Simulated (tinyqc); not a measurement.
UHF in the sto-3g basis, for NH, spin multiplicity 3, step by step (part 1 of 2). This run ends on a higher stationary point, not on the lowest solution. Computed by tinyqc, a small Python program that keeps every step (integrals from PySCF). Settings: charge = 0, multiplicity = 3, basis = sto-3g, energy threshold = 1e-10, iteration cap = 78, orthogonalisation = symmetric, start = core, DIIS depth = 6, method = UHF. Command: `OMP_NUM_THREADS=1 python tinyqc.py 25011 25012 out.jsonl` (the two numbers bound the seeds that draw the settings). One thread of a shared host (Intel(R) Xeon(R) Processor @ 2.60GHz), about 0.1 s of CPU time with the checks. Later iterations appear only in the table of the cycle.

## One-electron integrals

Geometry (angstrom):
```
atom        x        y        z
N     0.00000  0.00000  0.00000
H     0.00000  0.00000  1.83400
```

Basis sto-3g: exponents (1/bohr^2) and contraction coefficients of normalised primitives:
```
element  l (shell)  exponent  coefficient
N            s (1)  99.10617      0.15433
N            s (1)  18.05231      0.53533
N            s (1)   4.88566      0.44463
N            s (2)   3.78046     -0.09997
N            s (2)   0.87850      0.39951
N            s (2)   0.28571      0.70012
N            p (3)   3.78046      0.15592
N            p (3)   0.87850      0.60768
N            p (3)   0.28571      0.39196
H            s (1)   3.42525      0.15433
H            s (1)   0.62391      0.53533
H            s (1)   0.16886      0.44463
```

Overlap, kinetic and nuclear-attraction integrals over the contracted functions; the nuclear repulsion is the sum of Za Zb / Rab.

nuclear repulsion = 2.0197603 hartree

overlap S, lower triangle:
```
          1N 1s    1N 2s   1N 2px   1N 2py   1N 2pz    2H 1s
1N 1s   1.00000
1N 2s   0.23504  1.00000
1N 2px  0.00000  0.00000  1.00000
1N 2py  0.00000  0.00000  0.00000  1.00000
1N 2pz  0.00000  0.00000  0.00000  0.00000  1.00000
2H 1s   0.00909  0.13765  0.00000  0.00000  0.15739  1.00000
```

kinetic energy T (hartree), lower triangle:
```
           1N 1s     1N 2s   1N 2px   1N 2py   1N 2pz    2H 1s
1N 1s   21.99075
1N 2s   -0.12842   0.60699
1N 2px   0.00000   0.00000  1.89936
1N 2py   0.00000   0.00000  0.00000  1.89936
1N 2pz   0.00000   0.00000  0.00000  0.00000  1.89936
2H 1s   -0.00261  -0.01453  0.00000  0.00000  0.00958  0.76003
```

nuclear attraction V (hartree), lower triangle:
```
            1N 1s     1N 2s    1N 2px    1N 2py    1N 2pz     2H 1s
1N 1s   -46.47450
1N 2s    -5.50076  -7.15288
1N 2px    0.00000   0.00000  -7.08846
1N 2py    0.00000   0.00000   0.00000  -7.08846
1N 2pz   -0.00482  -0.06152   0.00000   0.00000  -7.11679
2H 1s    -0.21726  -0.65702   0.00000   0.00000  -0.65499  -3.24461
```

core Hamiltonian H = T + V (hartree), lower triangle:
```
            1N 1s     1N 2s    1N 2px    1N 2py    1N 2pz     2H 1s
1N 1s   -24.48375
1N 2s    -5.62918  -6.54588
1N 2px    0.00000   0.00000  -5.18910
1N 2py    0.00000   0.00000   0.00000  -5.18910
1N 2pz   -0.00482  -0.06152   0.00000   0.00000  -5.21743
2H 1s    -0.21987  -0.67155   0.00000   0.00000  -0.64541  -2.48458
```

## Two-electron integrals

Functions are numbered as in S; the eight-fold symmetry (ij|kl) = (ji|kl) = (kl|ij) leaves the list below.

Two-electron integrals (ij|kl) in chemists' order, unique and non-zero (hartree):
```
(11|11) 4.16663   (21|11) 0.64085   (21|21) 0.11746   (22|11) 0.96986
(22|21) 0.22094   (22|22) 0.70825   (31|31) 0.02096   (32|31) 0.03245
(32|32) 0.15645   (33|11) 0.96712   (33|21) 0.22098   (33|22) 0.70809
(33|33) 0.76280   (41|41) 0.02096   (42|41) 0.03245   (42|42) 0.15645
(43|43) 0.04112   (44|11) 0.96712   (44|21) 0.22098   (44|22) 0.70809
(44|33) 0.68057   (44|44) 0.76280   (51|51) 0.02096   (52|51) 0.03245
(52|52) 0.15645   (53|53) 0.04112   (54|54) 0.04112   (55|11) 0.96712
(55|21) 0.22098   (55|22) 0.70809   (55|33) 0.68057   (55|44) 0.68057
(55|55) 0.76280   (61|11) 0.02503   (61|21) 0.00455   (61|22) 0.00854
(61|33) 0.00852   (61|44) 0.00852   (61|51) 0.00023   (61|52) 0.00043
(61|55) 0.00857   (61|61) 0.00018   (62|11) 0.08300   (62|21) 0.01924
(62|22) 0.07137   (62|33) 0.06987   (62|44) 0.06987   (62|51) 0.00157
(62|52) 0.01372   (62|55) 0.07431   (62|61) 0.00077   (62|62) 0.01088
(63|31) 0.00165   (63|32) 0.01053   (63|53) 0.00258   (63|63) 0.00120
(64|41) 0.00165   (64|42) 0.01053   (64|54) 0.00258   (64|64) 0.00120
(65|11) 0.07855   (65|21) 0.01839   (65|22) 0.07252   (65|33) 0.06952
(65|44) 0.06952   (65|51) 0.00281   (65|52) 0.02227   (65|55) 0.07844
(65|61) 0.00075   (65|62) 0.01320   (65|65) 0.01695   (66|11) 0.28827
(66|21) 0.06774   (66|22) 0.28713   (66|33) 0.27852   (66|44) 0.27852
(66|51) 0.00477   (66|52) 0.05951   (66|55) 0.30418   (66|61) 0.00269
(66|62) 0.06398   (66|65) 0.08764   (66|66) 0.77461
```

## Orthogonalisation

S = U s U^T; symmetric (Loewdin) form X = U s^(-1/2) U^T, so that X^T S X = 1.

eigenvalues of S: 0.71748  0.86653  1.00000  1.00000  1.12452  1.29147

X, lower triangle:
```
           1N 1s     1N 2s   1N 2px   1N 2py    1N 2pz    2H 1s
1N 1s    1.02174
1N 2s   -0.12280   1.02936
1N 2px   0.00000   0.00000  1.00000
1N 2py   0.00000   0.00000  0.00000  1.00000
1N 2pz  -0.00115   0.00864  0.00000  0.00000   1.00960
2H 1s    0.00822  -0.07250  0.00000  0.00000  -0.08094  1.01709
```

## Starting guess

The start is the orbitals of the core Hamiltonian; D(s) = C_occ C_occ^T for each spin.

D(alpha) at the start, lower triangle:
```
           1N 1s     1N 2s   1N 2px   1N 2py    1N 2pz    2H 1s
1N 1s    1.05892
1N 2s   -0.25114   1.07026
1N 2px   0.00000   0.00000  1.00000
1N 2py   0.00000   0.00000  0.00000  1.00000
1N 2pz  -0.00278   0.01434  0.00000  0.00000   1.01708
2H 1s    0.01199  -0.04946  0.00000  0.00000  -0.06883  0.00686
```

D(beta) at the start, lower triangle:
```
           1N 1s     1N 2s   1N 2px   1N 2py    1N 2pz    2H 1s
1N 1s    1.05892
1N 2s   -0.25114   1.07026
1N 2px   0.00000   0.00000  0.00000
1N 2py   0.00000   0.00000  0.00000  0.00000
1N 2pz  -0.00278   0.01434  0.00000  0.00000   1.01708
2H 1s    0.01199  -0.04946  0.00000  0.00000  -0.06883  0.00686
```

## Iteration 1: building the Fock matrix

J_ij = sum D_kl (ij|kl) with D = D(alpha) + D(beta), K_ij = sum D_kl (ik|jl) for each spin; F = H + J - K(s); E = tr D H + tr D J / 2 - 0.5 sum_s tr D(s) K(s) + E_nn.

Coulomb J (hartree), lower triangle:
```
           1N 1s    1N 2s   1N 2px   1N 2py   1N 2pz    2H 1s
1N 1s   14.12517
1N 2s    2.59588  6.17489
1N 2px   0.00000  0.00000  6.14093
1N 2py   0.00000  0.00000  0.00000  6.14093
1N 2pz   0.00062  0.00061  0.00000  0.00000  6.22299
2H 1s    0.10088  0.59602  0.00000  0.00000  0.59692  2.31018
```

exchange K(alpha) (hartree), lower triangle:
```
          1N 1s    1N 2s   1N 2px   1N 2py   1N 2pz    2H 1s
1N 1s   4.27933
1N 2s   0.73945  1.23502
1N 2px  0.00000  0.00000  1.01773
1N 2py  0.00000  0.00000  0.00000  1.01773
1N 2pz  0.00012  0.00111  0.00000  0.00000  1.01859
2H 1s   0.03104  0.10064  0.00000  0.00000  0.07568  0.01844
```

exchange K(beta) (hartree), lower triangle:
```
          1N 1s    1N 2s   1N 2px   1N 2py   1N 2pz    2H 1s
1N 1s   4.23741
1N 2s   0.67454  0.92212
1N 2px  0.00000  0.00000  0.21381
1N 2py  0.00000  0.00000  0.00000  0.21381
1N 2pz  0.00012  0.00111  0.00000  0.00000  0.93635
2H 1s   0.02773  0.07958  0.00000  0.00000  0.07052  0.01605
```

F(alpha) (hartree), lower triangle:
```
            1N 1s     1N 2s    1N 2px    1N 2py    1N 2pz     2H 1s
1N 1s   -14.63791
1N 2s    -3.77275  -1.60602
1N 2px    0.00000   0.00000  -0.06590
1N 2py    0.00000   0.00000   0.00000  -0.06590
1N 2pz   -0.00432  -0.06203   0.00000   0.00000  -0.01303
2H 1s    -0.15003  -0.17617   0.00000   0.00000  -0.12417  -0.19284
```

F(beta) (hartree), lower triangle:
```
            1N 1s     1N 2s   1N 2px   1N 2py    1N 2pz     2H 1s
1N 1s   -14.59599
1N 2s    -3.70785  -1.29312
1N 2px    0.00000   0.00000  0.73802
1N 2py    0.00000   0.00000  0.00000  0.73802
1N 2pz   -0.00432  -0.06203  0.00000  0.00000   0.06921
2H 1s    -0.14672  -0.15511  0.00000  0.00000  -0.11901  -0.19044
```

total energy of this density = -53.6112475 hartree

## Iteration 1: diagonalisation and new density

Diagonalise F' = X^T F X, C = X C', fill 5 alpha and 3 beta electrons from the bottom; D(s) = C_occ C_occ^T. Each column has its largest component positive (the first on a tie).

F' = X^T F X (alpha) (hartree), lower triangle:
```
           1         2         3         4         5         6
1  -14.36107
2   -1.97688  -0.94701
3    0.00000   0.00000  -0.06590
4    0.00000   0.00000   0.00000  -0.06590
5   -0.00200  -0.05060   0.00000   0.00000   0.00483
6    0.01054  -0.07985   0.00000   0.00000  -0.10857  -0.16131
```

orbital energies (alpha) (hartree): MO1 -14.64635, MO2 -0.68091, MO3 -0.19588, MO4 -0.06590, MO5 -0.06590, MO6 0.05859

coefficients C (alpha):
```
             MO1       MO2       MO3      MO4       MO5       MO6
1N 1s    0.99373  -0.26091   0.05944  0.00000   0.00000  -0.00168
1N 2s    0.02548   1.00404  -0.26565  0.00000   0.00000   0.02604
1N 2px   0.00000   0.00000   0.00000  0.85827  -0.51321   0.00000
1N 2py   0.00000   0.00000   0.00000  0.51321   0.85827   0.00000
1N 2pz   0.00073   0.09400   0.35883  0.00000   0.00000   0.94251
2H 1s   -0.00219   0.09598   0.87676  0.00000   0.00000  -0.51810
```

F' = X^T F X (beta) (hartree), lower triangle:
```
           1         2        3        4         5         6
1  -14.32886
2   -1.95233  -0.63431
3    0.00000   0.00000  0.73802
4    0.00000   0.00000  0.00000  0.73802
5   -0.00192  -0.04934  0.00000  0.00000   0.08782
6    0.00962  -0.08053  0.00000  0.00000  -0.11004  -0.16062
```

orbital energies (beta) (hartree): MO1 -14.60176, MO2 -0.40472, MO3 -0.15965, MO4 0.13016, MO5 0.73802, MO6 0.73802

coefficients C (beta):
```
             MO1       MO2       MO3       MO4      MO5       MO6
1N 1s    0.99491  -0.23613   0.11613   0.00500  0.00000   0.00000
1N 2s    0.02088   0.91523  -0.49184  -0.00404  0.00000   0.00000
1N 2px   0.00000   0.00000   0.00000   0.00000  0.28048   0.95986
1N 2py   0.00000   0.00000   0.00000   0.00000  0.95986  -0.28048
1N 2pz   0.00065   0.15340   0.22945   0.97455  0.00000   0.00000
2H 1s   -0.00182   0.30651   0.87891  -0.42416  0.00000   0.00000
```

D(alpha) after iteration 1, lower triangle:
```
           1N 1s     1N 2s   1N 2px   1N 2py   1N 2pz    2H 1s
1N 1s    1.05910
1N 2s   -0.25243   1.07932
1N 2px   0.00000   0.00000  1.00000
1N 2py   0.00000   0.00000  0.00000  1.00000
1N 2pz  -0.00247  -0.00092  0.00000  0.00000  0.13760
2H 1s    0.02489  -0.13659  0.00000  0.00000  0.32363  0.77792
```

D(beta) after iteration 1, lower triangle:
```
           1N 1s     1N 2s   1N 2px   1N 2py   1N 2pz    2H 1s
1N 1s    1.05908
1N 2s   -0.25246   1.07998
1N 2px   0.00000   0.00000  0.00000
1N 2py   0.00000   0.00000  0.00000  0.00000
1N 2pz  -0.00893   0.02756  0.00000  0.00000  0.07618
2H 1s    0.02788  -0.15179  0.00000  0.00000  0.24868  0.86643
```

Within a degenerate level the vectors are fixed only up to a rotation; this is one choice.

## Iteration 2: building the Fock matrix

As before.

Coulomb J (hartree), lower triangle:
```
           1N 1s    1N 2s   1N 2px   1N 2py   1N 2pz    2H 1s
1N 1s   12.93250
1N 2s    2.32692  5.44300
1N 2px   0.00000  0.00000  5.44141
1N 2py   0.00000  0.00000  0.00000  5.44141
1N 2pz   0.01143  0.12307  0.00000  0.00000  5.42659
2H 1s    0.09060  0.58093  0.00000  0.00000  0.61731  3.12475
```

exchange K(alpha) (hartree), lower triangle:
```
          1N 1s    1N 2s   1N 2px   1N 2py   1N 2pz    2H 1s
1N 1s   4.26123
1N 2s   0.71171  1.11052
1N 2px  0.00000  0.00000  0.98406
1N 2py  0.00000  0.00000  0.00000  0.98406
1N 2pz  0.00098  0.02882  0.00000  0.00000  0.41989
2H 1s   0.03036  0.13315  0.00000  0.00000  0.19268  0.65820
```

exchange K(beta) (hartree), lower triangle:
```
          1N 1s    1N 2s   1N 2px   1N 2py   1N 2pz    2H 1s
1N 1s   4.21797
1N 2s   0.64468  0.78531
1N 2px  0.00000  0.00000  0.17712
1N 2py  0.00000  0.00000  0.00000  0.17712
1N 2pz  0.00098  0.04448  0.00000  0.00000  0.27998
2H 1s   0.02659  0.10899  0.00000  0.00000  0.16800  0.70901
```

F(alpha) (hartree), lower triangle:
```
            1N 1s     1N 2s    1N 2px    1N 2py    1N 2pz     2H 1s
1N 1s   -15.81247
1N 2s    -4.01397  -2.21340
1N 2px    0.00000   0.00000  -0.73175
1N 2py    0.00000   0.00000   0.00000  -0.73175
1N 2pz    0.00563   0.03273   0.00000   0.00000  -0.21073
2H 1s    -0.15963  -0.22377   0.00000   0.00000  -0.22078  -0.01804
```

F(beta) (hartree), lower triangle:
```
            1N 1s     1N 2s   1N 2px   1N 2py    1N 2pz     2H 1s
1N 1s   -15.76921
1N 2s    -3.94694  -1.88820
1N 2px    0.00000   0.00000  0.07519
1N 2py    0.00000   0.00000  0.00000  0.07519
1N 2pz    0.00562   0.01707  0.00000  0.00000  -0.07082
2H 1s    -0.15586  -0.19960  0.00000  0.00000  -0.19609  -0.06885
```

total energy of this density = -53.8958741 hartree

## Iteration 2: DIIS over 2 matrices

error matrix X^T (FDS - SDF) X (alpha):
```
          1         2        3        4         5         6
1   0.00000   0.00011  0.00000  0.00000   0.00271  -0.00165
2  -0.00011   0.00000  0.00000  0.00000  -0.09937   0.05166
3   0.00000   0.00000  0.00000  0.00000   0.00000   0.00000
4   0.00000   0.00000  0.00000  0.00000   0.00000   0.00000
5  -0.00271   0.09937  0.00000  0.00000   0.00000  -0.21613
6   0.00165  -0.05166  0.00000  0.00000   0.21613   0.00000
```

B (overlaps of the stored error matrices):
```
                1               2
1   7.0746048e-02  -6.9187352e-02
2  -6.9187352e-02   1.8699255e-01
```

Minimise |sum c_i e_i|^2 with sum c_i = 1: solve [B -1; -1 0][c; lambda] = [0; -1] with B_ij = tr e_i^T e_j summed over both spins, and take F = sum c_i F_i.

DIIS coefficients: 0.64673  0.35327

extrapolated F(alpha) (hartree), lower triangle:
```
            1N 1s     1N 2s    1N 2px    1N 2py    1N 2pz     2H 1s
1N 1s   -15.05284
1N 2s    -3.85797  -1.82059
1N 2px    0.00000   0.00000  -0.30112
1N 2py    0.00000   0.00000   0.00000  -0.30112
1N 2pz   -0.00081  -0.02855   0.00000   0.00000  -0.08287
2H 1s    -0.15342  -0.19298   0.00000   0.00000  -0.15829  -0.13109
```

extrapolated F(beta) (hartree), lower triangle:
```
            1N 1s     1N 2s   1N 2px   1N 2py    1N 2pz     2H 1s
1N 1s   -15.01045
1N 2s    -3.79231  -1.50334
1N 2px    0.00000   0.00000  0.50386
1N 2py    0.00000   0.00000  0.00000  0.50386
1N 2pz   -0.00081  -0.03409  0.00000  0.00000   0.01974
2H 1s    -0.14995  -0.17083  0.00000  0.00000  -0.14624  -0.14749
```

## Iteration 2: diagonalisation and new density

As before.

F' = X^T F X (alpha) (hartree), lower triangle:
```
           1         2         3         4         5         6
1  -14.77611
2   -1.98873  -1.15567
3    0.00000   0.00000  -0.30112
4    0.00000   0.00000   0.00000  -0.30112
5   -0.00271  -0.01437   0.00000   0.00000  -0.05979
6    0.01075  -0.08994   0.00000   0.00000  -0.14577  -0.09051
```

orbital energies (alpha) (hartree): MO1 -15.06055, MO2 -0.88276, MO3 -0.30112, MO4 -0.30112, MO5 -0.21294, MO6 0.07417

coefficients C (alpha):
```
             MO1       MO2      MO3       MO4       MO5       MO6
1N 1s    0.99406  -0.26318  0.00000   0.00000   0.03521  -0.02100
1N 2s    0.02417   1.01969  0.00000   0.00000  -0.16482   0.11175
1N 2px   0.00000   0.00000  0.94689  -0.32155   0.00000   0.00000
1N 2py   0.00000   0.00000  0.32155   0.94689   0.00000   0.00000
1N 2pz   0.00040   0.03727  0.00000   0.00000   0.62638   0.79509
2H 1s   -0.00200   0.04701  0.00000   0.00000   0.69044  -0.75327
```

F' = X^T F X (beta) (hartree), lower triangle:
```
           1         2        3        4         5         6
1  -14.74353
2   -1.96396  -0.83892
3    0.00000   0.00000  0.50386
4    0.00000   0.00000  0.00000  0.50386
5   -0.00190  -0.01936  0.00000  0.00000   0.04262
6    0.00962  -0.08786  0.00000  0.00000  -0.13981  -0.11047
```

orbital energies (beta) (hartree): MO1 -15.01561, MO2 -0.58666, MO3 -0.17474, MO4 0.12670, MO5 0.50386, MO6 0.50386

coefficients C (beta):
```
             MO1       MO2       MO3       MO4       MO5      MO6
1N 1s    0.99523  -0.25412   0.06143  -0.01664   0.00000  0.00000
1N 2s    0.01961   0.99788  -0.27542   0.08943   0.00000  0.00000
1N 2px   0.00000   0.00000   0.00000   0.00000   0.98875  0.14958
1N 2py   0.00000   0.00000   0.00000   0.00000  -0.14958  0.98875
1N 2pz   0.00034   0.06724   0.45148   0.90419   0.00000  0.00000
2H 1s   -0.00165   0.12924   0.81813  -0.60025   0.00000  0.00000
```

D(alpha) after iteration 2, lower triangle:
```
           1N 1s     1N 2s   1N 2px   1N 2py   1N 2pz    2H 1s
1N 1s    1.05867
1N 2s   -0.25013   1.06751
1N 2px   0.00000   0.00000  1.00000
1N 2py   0.00000   0.00000  0.00000  1.00000
1N 2pz   0.01264  -0.06523  0.00000  0.00000  0.39375
2H 1s    0.00994  -0.06591  0.00000  0.00000  0.43423  0.47893
```

D(beta) after iteration 2, lower triangle:
```
           1N 1s     1N 2s   1N 2px   1N 2py   1N 2pz    2H 1s
1N 1s    1.05883
1N 2s   -0.25099   1.07200
1N 2px   0.00000   0.00000  0.00000
1N 2py   0.00000   0.00000  0.00000  0.00000
1N 2pz   0.01099  -0.05724  0.00000  0.00000  0.20836
2H 1s    0.01577  -0.09640  0.00000  0.00000  0.37806  0.68604
```

Within a degenerate level the vectors are fixed only up to a rotation; this is one choice.

## Iteration 3: building the Fock matrix

As before.

Coulomb J (hartree), lower triangle:
```
           1N 1s    1N 2s   1N 2px   1N 2py   1N 2pz    2H 1s
1N 1s   13.20991
1N 2s    2.38976  5.61965
1N 2px   0.00000  0.00000  5.60968
1N 2py   0.00000  0.00000  0.00000  5.60968
1N 2pz   0.00266  0.06428  0.00000  0.00000  5.61990
2H 1s    0.09292  0.58285  0.00000  0.00000  0.60939  2.90680
```

exchange K(alpha) (hartree), lower triangle:
```
          1N 1s     1N 2s   1N 2px   1N 2py   1N 2pz    2H 1s
1N 1s   4.26623
1N 2s   0.72028   1.15249
1N 2px  0.00000   0.00000  0.99454
1N 2py  0.00000   0.00000  0.00000  0.99454
1N 2pz  0.00080  -0.01042  0.00000  0.00000  0.62892
2H 1s   0.03128   0.14177  0.00000  0.00000  0.22095  0.45750
```

exchange K(beta) (hartree), lower triangle:
```
          1N 1s     1N 2s   1N 2px   1N 2py   1N 2pz    2H 1s
1N 1s   4.22056
1N 2s   0.64924   0.80999
1N 2px  0.00000   0.00000  0.18298
1N 2py  0.00000   0.00000  0.00000  0.18298
1N 2pz  0.00060  -0.00914  0.00000  0.00000  0.39929
2H 1s   0.02734   0.11801  0.00000  0.00000  0.19999  0.59893
```

F(alpha) (hartree), lower triangle:
```
            1N 1s     1N 2s    1N 2px    1N 2py    1N 2pz     2H 1s
1N 1s   -15.54006
1N 2s    -3.95970  -2.07872
1N 2px    0.00000   0.00000  -0.57395
1N 2py    0.00000   0.00000   0.00000  -0.57395
1N 2pz   -0.00296   0.01318   0.00000   0.00000  -0.22645
2H 1s    -0.15824  -0.23046   0.00000   0.00000  -0.25697  -0.03527
```

F(beta) (hartree), lower triangle:
```
            1N 1s     1N 2s   1N 2px   1N 2py    1N 2pz     2H 1s
1N 1s   -15.49439
1N 2s    -3.88866  -1.73622
1N 2px    0.00000   0.00000  0.23761
1N 2py    0.00000   0.00000  0.00000  0.23761
1N 2pz   -0.00276   0.01190  0.00000  0.00000   0.00318
2H 1s    -0.15429  -0.20670  0.00000  0.00000  -0.23601  -0.17670
```

total energy of this density = -54.0656344 hartree

## Iteration 3: DIIS over 3 matrices

error matrix X^T (FDS - SDF) X (alpha):
```
          1         2        3        4         5         6
1   0.00000  -0.00011  0.00000  0.00000   0.00362  -0.00196
2   0.00011   0.00000  0.00000  0.00000  -0.03531   0.02314
3   0.00000   0.00000  0.00000  0.00000   0.00000   0.00000
4   0.00000   0.00000  0.00000  0.00000   0.00000   0.00000
5  -0.00362   0.03531  0.00000  0.00000   0.00000  -0.13041
6   0.00196  -0.02314  0.00000  0.00000   0.13041   0.00000
```

B (overlaps of the stored error matrices), lower triangle:
```
                1              2              3
1   7.0746048e-02
2  -6.9187352e-02  1.8699255e-01
3  -3.0801528e-02  8.7266042e-02  4.4966636e-02
```

As before.

DIIS coefficients: 0.25546  -0.37765  1.12219

extrapolated F(alpha) (hartree), lower triangle:
```
            1N 1s     1N 2s    1N 2px    1N 2py    1N 2pz     2H 1s
1N 1s   -15.20672
1N 2s    -3.89145  -1.90711
1N 2px    0.00000   0.00000  -0.38457
1N 2py    0.00000   0.00000   0.00000  -0.38457
1N 2pz   -0.00655  -0.01342   0.00000   0.00000  -0.17787
2H 1s    -0.15561  -0.21912   0.00000   0.00000  -0.23671  -0.08203
```

extrapolated F(beta) (hartree), lower triangle:
```
            1N 1s     1N 2s   1N 2px   1N 2py    1N 2pz     2H 1s
1N 1s   -15.16110
1N 2s    -3.82046  -1.56563
1N 2px    0.00000   0.00000  0.42678
1N 2py    0.00000   0.00000  0.00000  0.42678
1N 2pz   -0.00632  -0.00894  0.00000  0.00000   0.04800
2H 1s    -0.15176  -0.19621  0.00000  0.00000  -0.22120  -0.22095
```
